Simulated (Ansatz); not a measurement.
# Relative stability

Two relaxed structures of AlBSiH5, doublet (PBE0-D4/def2-TZVP; forces vanish, vibrations not checked).

A:

```json
{"atom": "B1", "x (Å)": "0.3928", "y (Å)": "0.6015", "z (Å)": "0.3645"}
{"atom": "Si2", "x (Å)": "-0.9018", "y (Å)": "1.1269", "z (Å)": "-0.9445"}
{"atom": "Al3", "x (Å)": "0.6662", "y (Å)": "-1.4683", "z (Å)": "0.7250"}
{"atom": "H4", "x (Å)": "-1.7241", "y (Å)": "0.1631", "z (Å)": "-1.7206"}
{"atom": "H5", "x (Å)": "-1.2660", "y (Å)": "2.5084", "z (Å)": "-1.3652"}
{"atom": "H6", "x (Å)": "0.9869", "y (Å)": "1.4819", "z (Å)": "0.9174"}
{"atom": "H7", "x (Å)": "-0.1962", "y (Å)": "-2.5417", "z (Å)": "-0.0827"}
{"atom": "H8", "x (Å)": "1.7102", "y (Å)": "-2.0411", "z (Å)": "1.7837"}
```

B:

B1  (-1.100, 1.146, -0.920)
Si2  (0.235, 0.685, 0.367)
Al3  (1.094, -1.595, 0.630)
H4  (-1.777, 0.266, -1.361)
H5  (-1.308, 2.298, -1.151)
H6  (1.239, 1.744, 0.697)
H7  (0.194, 0.869, -1.301)
H8  (1.219, -2.226, 2.096)
(Å)

Ansatz 0.2.0; basis: def2-TZVPP; cores frozen in the correlated methods; orbitals are unrestricted. B3LYP uses VWN-RPA correlation.

(1) Which structure is lower at CCSD(T), and by how much? (To be estimated.)

(2) Do the other methods give the same order? (A judgement: the text doesn't fix the answer.)

T1 diagnostic: at most 0.020. ⟨S²⟩ of the unrestricted Hartree–Fock references: 0.76 to 0.78 (a pure state has 0.75).

Results:

(1) The calculation gives: B, by 0.089 eV (electronic energy, against the other). By their contacts, A is AlBSiH₅ ([AlH2][BH][SiH2]) and B is AlBSiH₅ ([AlH][SiH]1[H][BH2]1).

(2) Computed: Not all: HF gives the other order.

```json
{"method": "PBE-D4", "E(B) − E(A) (eV)": "-0.344"}
{"method": "r2SCAN-D4", "E(B) − E(A) (eV)": "-0.210"}
{"method": "PBE0-D4", "E(B) − E(A) (eV)": "-0.238"}
{"method": "B3LYP-D4", "E(B) − E(A) (eV)": "-0.098"}
{"method": "wB97M-V", "E(B) − E(A) (eV)": "-0.052"}
{"method": "HF", "E(B) − E(A) (eV)": "0.222"}
{"method": "MP2", "E(B) − E(A) (eV)": "-0.118"}
{"method": "CCSD", "E(B) − E(A) (eV)": "-0.022"}
{"method": "CCSD(T)", "E(B) − E(A) (eV)": "-0.089"}
```

Labels in which every atom is bracketed show which atoms are joined, not bond orders.

For scale, one of the runs: CCSD(T)/def2-TZVPP, 185 basis functions, launched by `ansatz run in.yaml --threads 2 --pin off --events-out ev --progress --plain --max-ram 4352MiB`. Hardware: 2 CPU threads of an Intel Xeon Platinum 8259CL, shared host. Wall time 4.9 min; peak host memory 1.7 GiB.
